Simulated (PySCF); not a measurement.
carbonyl sulfide (COS), SMILES O=C=S. Coordinates come from a B3LYP-D3(BJ)/def2-TZVP optimisation.

TDA-PBE/def2-TZVPD in PySCF puts the lowest singlet excitations at 5.55, 5.80, 5.80, 7.00, 7.00, 7.86 eV.

Task: What are the lowest excitation roots from ADC(2)/aug-cc-pVDZ (PySCF)? (Estimate from the structure and the level; the computed values follow.)

Result: 6.02, 6.08, 6.08, 7.40, 7.40, 7.86 eV. S1 differs by 0.47 eV (second minus first; roots are paired by order, and the bases may differ).
